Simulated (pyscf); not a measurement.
A first-order saddle from PySCF, ωB97X-D3(BJ)/def2-SVP:

```
C
H 1 1.0981
H 1 1.0985 2 113.26
C 1 1.4490 2 113.75 3 -132.14
H 4 1.0939 1 119.64 2 138.09
H 4 1.0939 5 113.63 1 149.37
Al 1 2.0287 2 107.78 3 121.11
H 7 1.5755 1 118.75 2 -130.68
Cl 7 2.1209 8 119.08 1 -142.85
Cl 4 2.1318 5 94.99 6 97.87
```

Surface: singlet, charge 0. Lowest wavenumbers (cm⁻¹): 313i, 73, 126, 193, 353.

Q: Which two sides does it connect, and which bonds change?

A: Cl–AlH–Cl + H₂C=CH₂ ⇌ Cl–CH₂–CH₂–AlH–Cl, an addition across a multiple bond or ene-type step read from left to right: Al–Cl broken and C–Cl, Al–C formed. At ωB97M-D3(BJ)/def2-TZVP it lies +0.62 eV from the left side and +0.07 eV from the right (each side as separated species at their lowest minima found). On the reactant side the descent ends in a bound adduct, 0.65 eV under the separated species and 1.11 eV under the saddle at ωB97X-D3(BJ)/def2-TZVP. What is counted as broken (Al–Cl) persists as a longer contact in the product adduct; parting that adduct is a step of its own. At ωB97X-D3(BJ) the barrier from the zero used here is 0.46 eV. The same reactants have a lower exit, to H₃C–CH₂–Al(Cl)–Cl (barrier +0.25 eV at ωB97M-D3(BJ), against +0.62 eV here). Cl–CH₂–CH₂–AlH–Cl is closed by a dative Al–Cl contact. Cl–CH₂–CH₂–AlH–Cl lies 2.04 eV over its isomer H₃C–CH₂–Al(Cl)–Cl, and others may lie lower still (electronic energy, ωB97M-D3(BJ)). One saddle was located; it need not be the lowest between these sides.
